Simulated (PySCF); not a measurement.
C₅H₇N.
SMILES with atom numbers: `[CH2:1]=[N:2][C@:3]12[CH2:4][C@H:5]1[CH2:6]2` (hydrogens: H7, H8 on C1; H9, H10 on C4; H11 on C5; H12, H13 on C6)

The same species was optimised twice, with GFN2-xTB and with PBE0-D3(BJ)/def2-SVP (PySCF), and the same property calculations (PySCF, gas phase) were run on both structures.

```
     coordinate  GFN2-xTB  PBE0-D3(BJ)/def2-SVP  change
      N2–C3 (Å)     1.361                 1.386  +0.025
      C3–C5 (Å)     1.509                 1.489  -0.020
      C3–C6 (Å)     1.512                 1.497  -0.015
      C3–C4 (Å)     1.505                 1.496  -0.009
      C1=N2 (Å)     1.262                 1.269  +0.007
      C4–C5 (Å)     1.488                 1.484  -0.004
      C5–C6 (Å)     1.493                 1.497  +0.004
   N2–C3–C5 (°)     133.6                 129.3    -4.3
   C1–N2–C3 (°)     123.1                 119.6    -3.5
   N2–C3–C6 (°)     135.7                 132.9    -2.8
   C4–C3–C6 (°)      96.2                  98.9    +2.7
   C4–C5–C6 (°)      97.7                  99.5    +1.8
   N2–C3–C4 (°)     127.4                 126.3    -1.1
   C5–C3–C6 (°)      59.2                  60.2    +1.0
   C3–C6–C5 (°)      60.3                  59.6    -0.7
C1–N2–C3–C4 (°)      -177                  -169      +8
```

Rotational constants: A = 8307, B = 3103, C = 2577 MHz (GFN2-xTB) against A = 8208, B = 3154, C = 2608 MHz (PBE0-D3(BJ)/def2-SVP). Point groups within 0.08 Å: C1 and C1. Atoms that the bonding makes alike are paired by their places after alignment.

On the GFN2-xTB structure: lowest triplet, Tamm–Dancoff (eV) 3.72 [B3LYP/def2-SVPD]; isotropic polarisability (au) 67.6 [B3LYP/def2-SVPD]; HOMO (eV) -6.55 [B3LYP/def2-SVPD]; LUMO (eV) -0.86 [B3LYP/def2-SVPD]; dipole (D) 1.37 [B3LYP/def2-SVPD]; HOMO (eV) -6.71 [PBE0/pcSseg-1]; LUMO (eV) -0.52 [PBE0/pcSseg-1]; dipole (D) 1.38 [PBE0/pcSseg-1]; GIAO shielding of C1 (ppm) 35.0 [PBE0/pcSseg-1]; GIAO shielding of N2 (ppm) -130.5 [PBE0/pcSseg-1]; GIAO shielding of C3 (ppm) 150.7 [PBE0/pcSseg-1]; GIAO shielding of C4/C6 (mean) (ppm) 151.5 [PBE0/pcSseg-1]; GIAO shielding of C5 (ppm) 163.6 [PBE0/pcSseg-1].

Task: What do these properties become on the PBE0-D3(BJ)/def2-SVP structure?

Result: 
```csv
property,level,on GFN2-xTB,on PBE0-D3(BJ)/def2-SVP,change
"lowest triplet, Tamm–Dancoff (eV)",B3LYP/def2-SVPD,3.72,3.77,+0.05
isotropic polarisability (au),B3LYP/def2-SVPD,67.6,67.6,0.0
HOMO (eV),B3LYP/def2-SVPD,-6.55,-6.54,+0.01
LUMO (eV),B3LYP/def2-SVPD,-0.86,-0.81,+0.05
dipole (D),B3LYP/def2-SVPD,1.37,1.27,-0.10
"energy, GFN2-xTB geometry as zero (kcal/mol)",B3LYP/def2-SVPD,0.0,-2.2,-2.2
HOMO (eV),PBE0/pcSseg-1,-6.71,-6.70,+0.01
LUMO (eV),PBE0/pcSseg-1,-0.52,-0.46,+0.06
dipole (D),PBE0/pcSseg-1,1.38,1.27,-0.11
"energy, GFN2-xTB geometry as zero (kcal/mol)",PBE0/pcSseg-1,0.0,-2.1,-2.1
GIAO shielding of C1 (ppm),PBE0/pcSseg-1,35.0,30.6,-4.4
GIAO shielding of N2 (ppm),PBE0/pcSseg-1,-130.5,-136.3,-5.8
GIAO shielding of C3 (ppm),PBE0/pcSseg-1,150.7,145.1,-5.6
GIAO shielding of C4/C6 (mean) (ppm),PBE0/pcSseg-1,151.5,149.4,-2.1
GIAO shielding of C5 (ppm),PBE0/pcSseg-1,163.6,170.0,+6.4
```

The heavy atoms differ by 0.054 Å rms after alignment. Among bonds between heavy atoms N2–C3 changes most (+0.025 Å). Changes are differences of the printed values. Neither structure is proved a minimum here.

Shape of the structure used: `[CH2:1]=[N:2][C@:3]12[CH2:4][C@H:5]1[CH2:6]2`: C1–N2–C3–C4 -169°.
